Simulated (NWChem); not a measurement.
# BNH3 (SMILES B[NH]): levels of theory compared

We compute a comparison of 4 runs (UHF/STO-3G, UHF/3-21G, UHF/def2-SVP, UBP86/pcseg-1) of BNH3. 

The calculation is run with NWChem 7.3.0.

1 further run of the same task is left out (set aside as unsound or not needed).

## Step 1: Starting point

BNH3 has 5 atoms, charge 0, and is taken as a doublet. SMILES: `B[NH]`. The shape is that of a PBE0-D4/def2-TZVP optimisation.

Bond lengths: B1–N2 1.329 Å, B1–H3 1.210 Å, B1–H4 1.204 Å, N2–H5 0.999 Å. Angles: B1–N2–H5 163.9°, N2–B1–H3 118.8°, N2–B1–H4 121.2°, H3–B1–H4 119.9°.

## Step 2: Energy and forces at UHF/STO-3G (run 1)

File a.nw:

```
echo
start a
title "BH3N"
memory 2200 mb

geometry noautosym nocenter noautoz
   B    -0.310800   -0.370100   -0.091600
   N     0.531200    0.655200   -0.019800
   H    -0.414800   -1.107400    0.862500
   H    -0.964100   -0.573100   -1.081900
   H     1.208400    1.321700    0.289300
end

basis spherical bse
   * library STO-3G
end

scf
   doublet
   uhf
   thresh 1e-08
   maxiter 80
end

task scf gradient
```

Launch:

```bash
nwchem a.nw > a.out
```

What it wrote:

```text
[...]
  functions       =    13
[...]
  wavefunction    = UHF
[...]
         Total SCF energy =    -79.811733983755
      One electron energy =   -161.754227083934
      Two electron energy =     54.794355327227
 Nuclear repulsion energy =     27.148137772953
                       Sz =      0.5000
                 Sz(Sz+1) =      0.7500
                      S^2 =      0.7793
[...]
                         UHF ENERGY GRADIENTS
    atom               coordinates                        gradient
                 x          y          z           x          y          z
   1 B      -0.587327  -0.699388  -0.173099    0.026655   0.036892  -0.004731
   2 N       1.003822   1.238148  -0.037417    0.009214   0.002810   0.014100
   3 H      -0.783858  -2.092683   1.629889   -0.002352  -0.017059   0.022187
   4 H      -1.821885  -1.083002  -2.044495   -0.015512  -0.006503  -0.020850
   5 H       2.283545   2.497651   0.546698   -0.018005  -0.016139  -0.010706
[...]
```

Wall time 0.76 s (1 thread of Intel Xeon 6975P-C (Granite Rapids), shared host); peak memory 0.097 GiB.

## Step 3: Energy and gradient at UHF/3-21G (run 2)

File bh3n.nw:

```
start bh3n
title "BH3N"
memory 2200 mb
charge 0
geometry noautosym nocenter noautoz
 B     -0.310800    -0.370100    -0.091600
 N      0.531200     0.655200    -0.019800
 H     -0.414800    -1.107400     0.862500
 H     -0.964100    -0.573100    -1.081900
 H      1.208400     1.321700     0.289300
end
basis spherical bse
 * library 3-21G
end
scf
 nopen 1
 uhf
 thresh 1e-08
 maxiter 80
end
task scf gradient
```

Launch:

```bash
nwchem bh3n.nw > bh3n.out
```

What it wrote:

```text
[...]
  functions       =    24
[...]
  wavefunction    = UHF
[...]
         Total SCF energy =    -80.393525464121
      One electron energy =   -161.643109322994
      Two electron energy =     54.101446085921
 Nuclear repulsion energy =     27.148137772953
                       Sz =      0.5000
                 Sz(Sz+1) =      0.7500
                      S^2 =      0.7780
[...]
                         UHF ENERGY GRADIENTS
    atom               coordinates                        gradient
                 x          y          z           x          y          z
   1 B      -0.587327  -0.699388  -0.173099    0.029848   0.037479   0.000766
   2 N       1.003822   1.238148  -0.037417   -0.030122  -0.036340  -0.003145
   3 H      -0.783858  -2.092683   1.629889   -0.000137  -0.003437   0.005145
   4 H      -1.821885  -1.083002  -2.044495   -0.003603  -0.001606  -0.004690
   5 H       2.283545   2.497651   0.546698    0.004013   0.003903   0.001924
[...]
```

Wall time 0.82 s (1 thread of Intel Xeon 6975P-C (Granite Rapids), shared host); peak memory 0.1 GiB.

Run 3 isn't shown in full; the table further down has it.

## Step 4: Energy and gradient at UBP86/pcseg-1 (run 4)

File sp.nw:

```
START sp
TITLE "BH3N"
memory 2200 mb
charge 0

GEOMETRY units angstroms noautosym nocenter noautoz
   B       -0.310800      -0.370100      -0.091600
   N        0.531200       0.655200      -0.019800
   H       -0.414800      -1.107400       0.862500
   H       -0.964100      -0.573100      -1.081900
   H        1.208400       1.321700       0.289300
END

BASIS spherical bse
   B library pcseg-1
   N library pcseg-1
   H library pcseg-1
END

DFT
   xc becke88 perdew86
   mult 2
   grid xfine
   convergence energy 1e-08
   maxiter 100
   mulliken
   noprint "final vectors analysis"
END

TASK dft gradient
```

Launch:

```bash
nwchem sp.nw > sp.out
```

What it wrote:

```text
[...]
          Wavefunction type:  spin polarized.
          No. of atoms     :     5
          No. of electrons :    15
[...]
          Charge           :     0
          Spin multiplicity:     2
[...]
          AO basis - number of functions:    43
[...]
              XC Information
              --------------
                    Becke 1988 Exchange Functional  1.000
                Perdew 1981 Correlation Functional  1.000 local
                Perdew 1986 Correlation Functional  1.000 non-local
[...]
 d= 0,ls=0.0,diis     1    -81.2937859715 -1.08D+02  1.10D-02  6.30D-02     0.9
[...]
 d= 0,ls=0.0,diis    12    -81.3345184214 -9.18D-11  6.34D-08  3.84D-12     9.9
[...]
         Total DFT energy =      -81.334518421359
      One electron energy =     -162.458828965940
           Coulomb energy =       65.997444480296
    Exchange-Corr. energy =      -12.021271708667
 Nuclear repulsion energy =       27.148137772953
[...]
      Total Density - Mulliken Population Analysis
     ---------------------------------------------
    Atom       Charge   Shell Charges
 -----------   ------   -------------------------------------------------------
    1 B    5     4.98   1.99  0.66  0.31  1.65  0.32  0.04
    2 N    7     7.20   1.99  0.85  0.65  2.41  1.29  0.01
    3 H    1     1.00   0.75  0.24  0.01
    4 H    1     1.00   0.75  0.23  0.01
    5 H    1     0.82   0.72  0.06  0.04
[...]
      <S2> =      0.7548 (Exact =     0.7500)
[...]
  wavefunction    = open shell
                         DFT ENERGY GRADIENTS
    atom               coordinates                        gradient
                 x          y          z           x          y          z
   1 B      -0.587327  -0.699388  -0.173099   -0.002529  -0.003559   0.000532
   2 N       1.003822   1.238148  -0.037417    0.004788   0.004095   0.003154
   3 H      -0.783858  -2.092683   1.629889    0.001777   0.005748  -0.005497
   4 H      -1.821885  -1.083002  -2.044495    0.004900   0.002677   0.005614
   5 H       2.283545   2.497651   0.546698   -0.008935  -0.008961  -0.003803
[...]
```

It took 12 s on 1 thread of Intel Xeon 6975P-C (Granite Rapids), shared host; peak memory 0.12 GiB.

## Step 5: Overview of the runs

| run | level | iteration cap | module | energy (Eh) | dipole moment (D) | HOMO energy (eV) | LUMO energy (eV) | wall time |
| --- | --- | --- | --- | --- | --- | --- | --- | --- |
| 1 | UHF/STO-3G | 80 | scf | -79.811734 | 1.84 | -9.59 | 7.15 | 0.76 s |
| 2 | UHF/3-21G | 80 | scf | -80.393525 | 2.00 | -11.42 | 2.97 | 0.82 s |
| 3 | UHF/def2-SVP | 80 | scf | -80.781159 | 1.85 | -11.60 | 2.55 | 2.2 s |
| 4 | UBP86/pcseg-1 | 100 | dft | -81.334518 | 1.36 | – | – | 12 s |

## Step 6: What came out

| quantity | value |
| --- | --- |
| run 4: total energy | -81.33452 Eh |
| run 4: dipole moment | 1.36 D |
| run 4: ⟨S²⟩ | 0.755 |
| run 4: largest force on an atom | 0.679 eV/Å |

In words: The dipole moment (its size) runs from 1.36 D (UBP86/pcseg-1) to 2.00 D (UHF/3-21G). The two ends differ in method and basis. In run 1 the basis is minimal, so the values are rough. All runs together took 16 s, the longest 12 s.
